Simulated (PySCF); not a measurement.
**Where the electron goes**

Compound: N-methylhydroxylamine, CH₅NO.
Geometry (GFN2-xTB, Å), atoms numbered from 1 in this order:
```xyz
8
CH5NO angstrom
C     -0.8402   -0.0577   -0.0119
N      0.4741    0.5170    0.2127
O      1.4894   -0.3797   -0.2532
H     -0.9394   -0.9412    0.6190
H     -1.5766    0.6823    0.2938
H     -1.0199   -0.3445   -1.0539
H      0.5898    1.3437   -0.3720
H      1.8318   -0.8105    0.5411
```

Computed, not measured: TDDFT CAM-B3LYP/def2-SVPD, vertical, gas phase, core orbitals frozen in the response (PySCF 2.14.0, density-fitted response routines).

Kohn–Sham orbitals with the atoms that hold most of them (Löwdin shares over 4%, at most four atoms; ? is withheld):

```
orbital  ε (eV)                           atoms
 HOMO-3  -13.02  C1 32%, O3 27%, H6 15%, H5 10%
 HOMO-2  -12.42  C1 36%, H4 18%, O3 16%, N2 11%
 HOMO-1  -10.17    O3 69%, N2 12%, C1 8%, H8 5%
   HOMO   -8.35                               ?
   LUMO    1.34                               ?
 LUMO+1    1.93  O3 36%, C1 15%, H8 14%, H7 13%
 LUMO+2    2.47  H7 26%, O3 22%, H4 15%, H6 10%
```

Which atoms hold the LUMO, and with what shares?

O3 (bonded to N and H) 27%; C1 (bonded to N and 3 H) 26%; H8 (bonded to O) 15%; N2 (bonded to C, O and H) 8%.

Which atoms hold the HOMO, and with what shares?

N2 (bonded to C, O and H) 56%; O3 (bonded to N and H) 21%; C1 (bonded to N and 3 H) 10%; H6 (bonded to C) 4%.

How does S1 compare with the orbital gap of 9.69 eV?

S1 is at 6.21 eV (f = 0.0008), 3.47 eV below the gap, made of HOMO→LUMO (91%). Without the coupling terms of the response equations the lowest excitation would equal the gap.

One configuration dominates each of S1 and S2. Which, and how do the shares of the two leading atoms of either orbital change from the occupied to the empty one?

- S1 (6.21 eV, f 0.0008), HOMO→LUMO (91%): N2 56% → 8%, O3 21% → 27%, C1 10% → 26%
- S2 (6.77 eV, f 0.0055), HOMO→LUMO+1 (82%): N2 56% → at most 13%, O3 21% → 36%, C1 10% → 15%

One conformer stands for the species.
